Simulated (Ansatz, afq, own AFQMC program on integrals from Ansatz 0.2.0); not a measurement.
Integrals from Ansatz 0.2.0, then the random walk in our own AFQMC program (afq).

```yaml
crystal:
  periodic: [false, false, false]
  atoms:
    - {symbol: Si, position_ang: [0.000000, 0.000000, 0.000000]}
    - {symbol: N, position_ang: [0.000000, 0.000000, 2.480000]}
basis:
  gaussian: {orbitals: 6-31G}
magnetization: {spin_polarized: true, initial_magnetization: 1}
correlation: {method: ccsd_t, electrons: outside_noble_gas, hamiltonian_folder: ham}
```

```sh
$ ansatz run in.yaml --threads 1 --pin off --events-out ev --progress --plain --max-ram 24576MiB --backend cuda --devices 0, --max-vram 18GiB
```

afq runs on the folder ham with

```
--method phaseless --trial hf --walkers 4000 --populations 20 --least-time 40 --time-step 0.005 --steps-per-block 20 --equilibration-blocks 160 --max-blocks 4000 --target-error 0.001800 --factor-cut 1e-05 --start spin_pure --seed 5760 --taylor-order 6
```

Times are imaginary, in 1/Eh. The walk had a cap of 49 s. With eight or more populations the least sampling time is a fifth of least-time, and the error comes from their spread.

```
orbitals 16  electrons 5 4  factors 83 of 272
reference energy -343.20648561 Eh
CCSD correlation -0.08775540 Eh in 24 cycles, weight of the determinant in the CISD state 0.7669
energy of the start -343.221863 Eh
 block  time / (1/Eh)  mean weight  energy / Eh
     1     0.100  1.0002  -343.238447
     2     0.200  1.0004  -343.251873
     3     0.300  1.0004  -343.262658
     4     0.400  1.0006  -343.271499
     5     0.500  1.0004  -343.276860
     9     0.900  1.0003  -343.293738
    25     2.500  1.0000  -343.310188
    37     3.700  1.0002  -343.313613
    49     4.900  1.0001  -343.308378
    73     7.300  1.0001  -343.309447
    97     9.700  1.0001  -343.306524
   121    12.100  1.0000  -343.300180
   145    14.500  0.9999  -343.299642
   163    16.300  1.0001  -343.299053
   169    16.900  1.0001  -343.301952
   193    19.300  1.0001  -343.304486
   217    21.700  0.9999  -343.302297
   235    23.500  0.9999  -343.302328
error from the spread of 20 populations
energy -343.303542 +/- 0.000802 Eh
(rows thinned)
```

Problem. Estimate how long the walk took on 1 × NVIDIA H100 80GB HBM3 with 2 threads of AMD EPYC 7R13 Processor (Zen 3) (shared host) (the card was shared).

Solution. 15 s of wall time.

The run passed its tests (sampling time, drift between the halves within three errors, error under three times the target), which doesn't prove that it has relaxed.

Against this walk (error 21.8 meV) on the same determinant: CCSD(T) 169.6 meV higher, CCSDT(Q) 80.9 meV higher, CCSDTQ 59.1 meV higher, full CI 49.0 meV higher, a separate phaseless walk with a CISD trial and standard settings 64.9 ± 22.3 meV higher. The error is statistical and leaves out the bias of the constraint. The determinant has ⟨S²⟩ = 2.41, so the low cluster orders mix in higher spin, while the walk starts as a pure doublet. The determinant is a poor start (see the cautions), so the low cluster orders aren't to be relied on, and full CI is the sure value.

Cautions: constraint bias not in the error; an unrestricted solution with more broken spin lies lower (119 meV, ⟨S²⟩ 2.70); strong correlation (T1 0.075, weight of the determinant 0.77, largest double 0.14); unrestricted determinant spin contaminated (⟨S²⟩ 2.41 against 0.75).

CCSDT and higher add their correlation energy to the determinant of the CCSD(T) run, since their own runs factorise the integrals more tightly (a shift of under 2 meV).
